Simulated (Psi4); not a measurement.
# MP2/6-31+G(d) (density fitting for correlation, Cartesian functions, IEF-PCM dichloromethane) run of [B2H7]−

Aim: the vertical ionisation energy of [B2H7]− at MP2/6-31+G* (density fitting for correlation, Cartesian functions, IEF-PCM dichloromethane), from 2 runs. 

The calculation is run with Psi4 1.11.

3 further runs of the same task are left out: 3 set aside as unsound or not needed.

## (1) The molecule

The species is [B2H7]− (9 atoms), meant as a singlet with charge -1. The shape is that of a GFN2-xTB optimisation.

Bond lengths: B1–H2 1.320 Å, H2–B3 1.317 Å, B1–H4 1.200 Å, B1–H5 1.200 Å, B1–H6 1.200 Å, B3–H7 1.200 Å, B3–H8 1.200 Å, B3–H9 1.200 Å. Some angles: B1–H2–B3 179.7°, H2–B1–H4 106.0°, H2–B1–H5 106.1°, H2–B1–H6 106.1°, H4–B1–H5 112.6°, H4–B1–H6 112.6°, H5–B1–H6 112.7°, H2–B3–H7 106.1°, H2–B3–H8 106.1°, H2–B3–H9 106.2°.

## (2) The energy at MP2/6-31+G(d) (density fitting for correlation, Cartesian functions, IEF-PCM dichloromethane)

Contents of job.py:

```python
import psi4

psi4.set_memory(1600000000)
psi4.set_num_threads(1)
psi4.set_output_file('run.log', False)

mol = psi4.geometry("""
-1 1
B      0.998980     0.432440    -0.745020
H     -0.001410     0.003060     0.001110
B     -0.997930    -0.431900     0.744300
H      0.693930     1.535020    -1.106020
H      1.967190     0.430160    -0.036430
H      1.091060    -0.342710    -1.656210
H     -1.902880    -0.657850    -0.011110
H     -1.250220     0.453020     1.515040
H     -0.598710    -1.421240     1.294350
symmetry c1
""")

psi4.set_options(dict(basis='6-31+G*', scf_type='pk', mp2_type='df', pcm=True))
psi4.pcm_helper("""
  Units = Angstrom
  Medium {
    SolverType = IEFPCM
    Solvent = Methylenechloride
  }
  Cavity {
    Type = GePol
    RadiiSet = UFF
    Scaling = False
    Area = 0.3
    Mode = Implicit
  }
""")

e_tot = psi4.energy("mp2")
print('E =', round(e_tot, 9))
```

On the command line:

```bash
$ python job.py
```

run.log:

```text
[...]
  Running in c1 symmetry.
[...]
  Nuclear repulsion =   31.711539736682294
[...]
  Multiplicity = 1
[...]
  Nalpha       = 9
  Nbeta        = 9
[...]
    Number of basis functions: 52
[...]
   @RHF iter   1:   -53.42667522628184   -1.17718e+00   4.91819e-03 ADIIS/DIIS
[...]
   @RHF iter   9:   -53.48064866224875   -2.60059e-12   6.18676e-09 DIIS
[...]
    Orbital Energies [Eh]
    ---------------------
    Doubly Occupied:
       1A     -7.527823     2A     -7.527459     3A     -0.725886
       4A     -0.634362     5A     -0.433457     6A     -0.432910
       7A     -0.432802     8A     -0.412981     9A     -0.412908
[...]
  @RHF Final Energy:   -53.48064866224875
   => Energetics <=
    Nuclear Repulsion Energy =             31.7115397366822940
    One-Electron Energy =                -136.1220926769292134
    Two-Electron Energy =                  51.0088988043470621
    PCM Polarization Energy =              -0.0789945263489023
    Total Energy =                        -53.4806486622487540
[...]
 Multipole Moments:
 ------------------------------------------------------------------------------------
     Multipole            Electronic (a.u.)      Nuclear  (a.u.)        Total (a.u.)
 ------------------------------------------------------------------------------------
 L = 1.  Multiply by 2.5417464519 to convert [e a0] to [Debye]
 Dipole X            :          0.0104246           -0.0036593            0.0067653
 Dipole Y            :          0.0053611           -0.0018859            0.0034751
 Dipole Z            :         -0.0073970            0.0025223           -0.0048747
 Magnitude           :                                                    0.0090337
[...]
```

The script printed:

```text
E = -53.684273834
```

Run time: 2.4 s. Hardware: 1 thread of Intel Xeon 6975P-C (Granite Rapids), shared host; peak memory 0.22 GiB.

## (3) Doublet neutral B2H7 at the same level

Contents of input.inp:

```
memory 1.6 GB

molecule {
  0 2
  B      0.998980     0.432440    -0.745020
  H     -0.001410     0.003060     0.001110
  B     -0.997930    -0.431900     0.744300
  H      0.693930     1.535020    -1.106020
  H      1.967190     0.430160    -0.036430
  H      1.091060    -0.342710    -1.656210
  H     -1.902880    -0.657850    -0.011110
  H     -1.250220     0.453020     1.515040
  H     -0.598710    -1.421240     1.294350
  symmetry c1
}

set globals {
  basis 6-31+G*
  reference uhf
  scf_type pk
  mp2_type df
  pcm true
}

pcm = {
  Units = Angstrom
  Medium {
    SolverType = IEFPCM
    Solvent = Methylenechloride
  }
  Cavity {
    Type = GePol
    RadiiSet = UFF
    Scaling = False
    Area = 0.3
    Mode = Implicit
  }
}

e, wfn = energy('mp2', return_wfn=True)
```

On the command line:

```bash
$ psi4 -i input.inp -o input.out -n 1
```

input.out:

```text
[...]
  Running in c1 symmetry.
[...]
  Nuclear repulsion =   31.711539736682294
[...]
  Multiplicity = 2
[...]
  Nalpha       = 9
  Nbeta        = 8
[...]
    Number of basis functions: 52
[...]
   @UHF iter   1:   -53.14371476040591   -8.94222e-01   3.46253e-03 DIIS/ADIIS
[...]
   @UHF iter  54:   -53.17755664266558    2.62901e-13   4.04719e-09 DIIS
[...]
   @S^2 Observed:                7.788647253E-01
[...]
    Orbital Energies [Eh]
    ---------------------
    Alpha Occupied:
       1A     -7.616975     2A     -7.616230     3A     -0.816776
       4A     -0.738077     5A     -0.557302     6A     -0.539623
       7A     -0.519311     8A     -0.505499     9A     -0.481769
    Alpha Virtual:
      10A      0.064512    11A      0.078646    12A      0.090478
      13A      0.093109    14A      0.111282    15A      0.111426
      16A      0.113218    17A      0.160717    18A      0.170599
      19A      0.271395    20A      0.279728    21A      0.307663
      22A      0.312302    23A      0.357231    24A      0.406644
      25A      0.463178    26A      0.625258    27A      0.641453
[...]
  @UHF Final Energy:   -53.17755664266558
   => Energetics <=
    Nuclear Repulsion Energy =             31.7115397366822940
    One-Electron Energy =                -131.8339287073670505
    Two-Electron Energy =                  46.9461826718917621
    PCM Polarization Energy =              -0.0013503438725884
    Total Energy =                        -53.1775566426655786
  UHF NO Occupations:
  HONO-2 :    7  A 1.9966364
[...]
 Multipole Moments:
 ------------------------------------------------------------------------------------
     Multipole            Electronic (a.u.)      Nuclear  (a.u.)        Total (a.u.)
 ------------------------------------------------------------------------------------
 L = 1.  Multiply by 2.5417464519 to convert [e a0] to [Debye]
 Dipole X            :         -0.0529493           -0.0036593           -0.0566086
 Dipole Y            :          0.2490043           -0.0018859            0.2471184
 Dipole Z            :          0.0381358            0.0025223            0.0406582
 Magnitude           :                                                    0.2567589
[...]
```

Wall time 6.3 s (1 thread of Intel Xeon 6975P-C (Granite Rapids), shared host); peak memory 0.23 GiB.

## (4) What came out

At MP2/6-31+G* (density fitting for correlation, Cartesian functions, IEF-PCM dichloromethane):

| quantity | value |
| --- | --- |
| singlet [B2H7]−: total energy | -53.68427 Eh |
| singlet [B2H7]−: HOMO energy (Hartree–Fock orbitals) | -11.24 eV |
| singlet [B2H7]−: LUMO energy (Hartree–Fock orbitals) | 2.30 eV |
| singlet [B2H7]−: HOMO–LUMO gap (to an unbound level, set by the basis) | 13.54 eV |
| singlet [B2H7]−: correlation energy | -203.6 mEh |
| singlet [B2H7]−: solvent term in the energy | -207.4 kJ/mol |
| doublet neutral B2H7: total energy | -53.39106 Eh |
| doublet neutral B2H7: HOMO energy (Hartree–Fock orbitals) (highest over α and β) | -10.22 eV |
| doublet neutral B2H7: LUMO energy (Hartree–Fock orbitals) (lowest over α and β) | -5.29 eV |
| doublet neutral B2H7: correlation energy | -213.5 mEh |
| doublet neutral B2H7: solvent term in the energy | -3.5 kJ/mol |
| doublet neutral B2H7: ⟨S²⟩ of the reference determinant | 0.779 |
| vertical detachment energy (to the doublet neutral) | 7.979 eV |

What this shows: The vertical ionisation energy comes to 7.98 eV (770 kJ/mol). The continuum is in equilibrium with both charges, so this lies below a true vertical value in solution, where the slow polarisation stays frozen.
